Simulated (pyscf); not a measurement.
Thermochemistry of product channels of CH₃⁻ + H₂C=CH₂ on the singlet surface, in kcal/mol, from CCSD(T)/def2-TZVPPD + ΔMP2(QZVPPD) energies (ideal gas, 1 atm, RRHO with modes under 100 cm⁻¹ raised to 100, one conformer, R ln 2 for rigid chiral ones). Single points on ωB97X-D3(BJ)/def2-SVPD structures (PySCF, gas phase). Correlated levels are frozen-core, on RHF or UHF. ΔMP2 is the change of the MP2 total energy from the triple- to the quadruple-zeta basis.

```json
[
 {"products": "H₂C⁻–CH₂–CH₃", "ΔE": "-26.0", "ΔH(298 K)": "-23.1", "ΔG(298 K)": "-13.2", "ΔG(1200 K)": "+16.3"},
 {"products": "H₃C–CH⁻–CH₃", "ΔE": "-24.0", "ΔH(298 K)": "-21.6", "ΔG(298 K)": "-11.6", "ΔG(1200 K)": "+18.1"},
 {"products": "CH₄ + HC⁻=CH₂", "ΔE": "-11.3", "ΔH(298 K)": "-10.9", "ΔG(298 K)": "-11.0", "ΔG(1200 K)": "-11.0"}
]
```

The channel to H₂C⁻–CH₂–CH₃ turns unfavourable between 298 and 1200 K (ΔG from -13.2 kcal/mol to +16.3 kcal/mol). The channel to H₃C–CH⁻–CH₃ turns unfavourable between 298 and 1200 K (ΔG from -11.6 kcal/mol to +18.1 kcal/mol).

These are energies of the channels, which say nothing of barriers. The CCSD(T) − MP2 part came from Ansatz, without density fitting, on the same reference.
